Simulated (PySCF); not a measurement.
All of these have the formula C5H7P. The calculation used TDDFT CAM-B3LYP/def2-SVPD, vertical, gas phase, core orbitals frozen in the response in PySCF. Geometries: GFN2-xTB; one conformer of each isolated species. Triplets are in the Tamm–Dancoff approximation. 'Strongest' means the level of largest summed f among the lowest 8 singlets; it needn't be the same kind of state in each.

Question: Rank by computed lowest triplet energy, lowest first.
A. `C=C=PC1CC1`
B. `C=CP=C=CC`
C. `C1=CPC=CC1`
D. `CC#C/P=C/C`

Answer: D (2.46 eV), B (2.75 eV), A (2.97 eV), C (4.12 eV).

```
    SMILES  T1 (eV)  strongest (eV)  gap (eV)  LUMO (eV)  f (strongest)  f (S1)    S1 mainly
CC#C/P=C/C     2.46            4.66      7.28      -0.46           0.25   0.003  H-1→L (96%)
 C=CP=C=CC     2.75            6.50      7.53      -0.35           0.85   0.004  H-1→L (96%)
C=C=PC1CC1     2.97            6.60      8.02      -0.03           0.98   0.004  H-1→L (54%)
C1=CPC=CC1     4.12            7.30      8.73       1.10           0.17   0.034  H→L+1 (98%)
```

H and L stand for HOMO and LUMO.
